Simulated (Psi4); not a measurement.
Psi4 input (wB97X-D/6-31G*):

```
memory 1500 MB

molecule {
0 1
O    -0.00091616   -0.01015443    0.67280603
C     0.00071614    0.00793741   -0.52591197
H    -0.00265489    0.95544190   -1.09932737
H     0.00568738   -0.92183092   -1.12764904
symmetry c1
no_reorient
no_com
}

set {
  basis 6-31G*
  reference rks
  scf_type pk
  dft_radial_points 99
  dft_spherical_points 590
  e_convergence 1e-8
  d_convergence 1e-7
  maxiter 150
}

e = energy('wb97x-d')
print_out(f'\nFINAL {e:.10f} DIPOLE {variable("CURRENT DIPOLE")[0]:.6f} {variable("CURRENT DIPOLE")[1]:.6f} {variable("CURRENT DIPOLE")[2]:.6f}\n')
```

### Question
Predict the final energy.

### Answer
-114.46037 Eh.
